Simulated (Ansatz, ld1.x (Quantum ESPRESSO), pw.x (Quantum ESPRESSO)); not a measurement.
**Ti (Z = 22): one change to the TM potential, in the atom and in the sc crystal**

Ti, norm-conserving Troullier–Martins (Kleinman–Bylander form), made with ld1.x (Quantum ESPRESSO) 7.5 (LDA (PW92), scalar-relativistic). Core [Ar], reference 3d2 4s2 4p0. Waves: 4p (bound, empty): rc 2.90 bohr; 3d (bound): rc 1.50 bohr; 4s (bound): rc 2.60 bohr. Local part: the s channel. Core correction: Bessel-smoothed model core inside 0.75 bohr.

Change: core [Ne] 3s2, valence charge 10; reference 3p6 3d2 4s2 4p0; waves now 4s (bound): rc 3.10 bohr; 3d (bound): rc 2.35 bohr; 3p (bound): rc 1.65 bohr; local potential the p channel; core correction Bessel-smoothed model core inside 1.00 bohr.

Cutoffs, loose and tight: the cutoffs (Ry, on a coarse ladder) from which the occupation-weighted sum of valence levels, in a spherical-Bessel basis at the reference potential, stays within 10 and 1 mRy of its value at 400 Ry. They do not see the model core or the augmentation charge, which bear on the density cutoff. Test errors are all-electron minus pseudo excitation energies from the reference, over the configurations 3d2 4s1 4p0; 3d2 4s0 4p0; 3d1 4s0 4p0; 3d2 4s1.5 4p0; 3d2 4s0 4p1; 3d1 4s2 4p1; 3d3 4s0 4p0 (two spin-polarised tests are not counted in the largest error); variants that change the core or the reference have their own tests.

Crystal test: sc Ti in pw.x 7.5, no spin, 13³ k-points, Fermi–Dirac smearing 0.01 Ry, cutoffs set for each file from its atomic test. The reference is all-electron LAPW (Ansatz 0.2.0) with the same functional, mesh and smearing; V0 and B0 come from Birch–Murnaghan fits to the pressures at five volumes. Errors are pseudo minus all-electron; Δ is the rms difference of the E(V) curves that follow from these fits, minima aligned, over ±6 % about the mean V0. Mesh and smearing are coarse, so the numbers serve the comparison and aren't converged zero-temperature values; the lattice is a test structure that the element need not adopt.

All-electron: a0 = 2.559 Å (V0 = 16.75 Å³/atom), B0 = 90.9 GPa.

Q: Does the change bring the crystal closer to the all-electron result?

A: The mean pressure error goes from +10.53 to +42.79 GPa, so the change moves the solid further from the all-electron pressures. Neither pressure curve crosses zero within the volumes sampled, so no fits are given.

```csv
quantity,base,changed
outcome (atom),generated,generated
"cutoff, loose (atom)",80 Ry,45 Ry
"cutoff, tight (atom)",90 Ry,80 Ry
bound ghosts (atom),none,s
largest test error (meV) (atom),-606 over the solved tests; 6 of 9 tests not solved or not reliable,+89 over the solved tests; 2 of 9 tests not solved or not reliable
cutoffs in pw.x (Ry),110/440,100/400
mean pressure error (GPa),+10.53,+42.79
```

Base: The largest radius (2.90 bohr) exceeds half the bond length (2.42 bohr), so the spheres overlap, which is one possible source of error among others. This is a poor potential for the solid. Atomic configuration tests: 6 of 9 tests not solved or not reliable. Changed file: The largest radius (3.10 bohr) exceeds half the bond length (2.42 bohr), so the spheres overlap, which is one possible source of error among others. This is a poor potential for the solid. Note: ghost state, extra bound levels that the all-electron valence spectrum of the same l lacks: s at -54.7 eV. A true bound ghost makes a file unfit for plane-wave use. Atomic configuration tests: 2 of 9 tests not solved or not reliable. The atomic cutoffs weigh occupied waves only.
